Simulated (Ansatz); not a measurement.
System: formic acid, CH₂O₂, charge 0, multiplicity 1. SMILES: OC=O
Coordinates optimised at B3LYP-D3(BJ)/def2-TZVP (Ansatz, a quantum-chemistry and plane-wave program):
```
C
O 1 1.1967
O 1 1.3439 2 125.18
H 3 0.9719 1 107.71 2 0.00
H 1 1.0974 2 125.25 3 -180.00
```

Atomisation energy built up term by term with Ansatz (kcal/mol; UHF references for open shells; valence terms freeze the core; atomic spin-orbit terms are left out). CBS(X,Y): correlation extrapolated as X^-3; Hartree-Fock from the larger set.

```tsv
term	basis	kcal/mol
Hartree-Fock	cc-pVQZ	331.48
CCSD correlation	CBS(cc-pVTZ,cc-pVQZ)	(withheld)
(T)	CBS(cc-pVTZ,cc-pVQZ)	(withheld)
core correlation	cc-pwCVTZ	1.72
scalar relativity (X2C)	cc-pVTZ-DK against cc-pVTZ	-0.60
sum: De		(withheld)
```

Problem. What belongs in the gaps?

Solution. 
- CCSD correlation, kcal/mol: 156.12
- (T), kcal/mol: 12.75
- sum: De, kcal/mol: 501.5
